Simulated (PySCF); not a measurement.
C5H6O.
Cartesian coordinates in Å at the PBE0-D3(BJ)/def2-SVP level; atoms count from 1:
```xyz
12
C5H6O angstrom
C      1.5473    1.0525   -0.6367
C      0.5359    0.2127   -0.8973
C     -0.4650   -0.2928    0.0448
C     -1.4360   -1.1441   -0.3357
C     -0.4434    0.1232    1.4801
O     -1.2414   -0.2503    2.3015
H      1.7406    1.4686    0.3545
H      2.2316    1.3568   -1.4318
H      0.4209   -0.1540   -1.9238
H     -1.5218   -1.4971   -1.3665
H     -2.1621   -1.4953    0.4016
H      0.3762    0.8215    1.7736
```

Level: wB97X-D/def2-SVPD in PySCF, non-relativistic, on one gas-phase PBE0-D3(BJ)/def2-SVP geometry that isn't relaxed in the solvent. The solvent is an IEF-PCM continuum (Bondi radii, 1.10 Å for H, scaled by 1.2), and excitations are vertical TDDFT with non-equilibrium linear response and a frozen core. The model holds no explicit solvent molecules, cavitation or dispersion.

```json
{"run": "gas", "E − E(gas) (kJ/mol)": "0.00", "HOMO (eV)": "-9.08", "HOMO–LUMO gap (eV)": "8.72", "dipole (D)": "2.82", "lowest singlet (eV)": "3.69", "static polarisability (au)": "67.1"}
{"run": "P", "E − E(gas) (kJ/mol)": "-10.05", "HOMO (eV)": "-8.98", "HOMO–LUMO gap (eV)": "8.67", "dipole (D)": "3.19", "lowest singlet (eV)": "3.75", "static polarisability (au)": "77.6"}
{"run": "Q", "E − E(gas) (kJ/mol)": "-23.12", "HOMO (eV)": "-8.90", "HOMO–LUMO gap (eV)": "8.61", "dipole (D)": "3.67", "lowest singlet (eV)": "3.82", "static polarisability (au)": "93.8"}
```

Problem. The runs were made in benzene and water. Which run belongs to which solvent?

Solution. P = benzene, Q = water. The dielectric constants are 2.271 (benzene), 78.36 (water), and the energy falls further as ε rises. The optical constants n² used for the excitations are 2.25, 1.78 in the same order. In this model the ground state sees the solvent through ε alone.

Problem. How constant is the ratio of the lowering to (ε − 1)/(2ε + 1)?

Solution. 
```csv
solvent,(ε − 1)/(2ε + 1),E − E(gas) (kJ/mol),ratio (kJ/mol),polarisation term (kJ/mol)
benzene,0.229,-10.05,-43.8,-10.91
water,0.490,-23.12,-47.1,-27.74
```

The ratio changes by +7.5 % in size from benzene to water. The polarisation term is half the interaction of the solute with the induced surface charges.

Rough CPU time on one thread of a shared machine: about 26 s. This is the whole response run at wB97X-D/def2-SVPD in water, SCF included.

The pairwise dispersion term of wB97X-D wasn't added to the energies; at a given geometry it leaves orbitals and properties as they are.
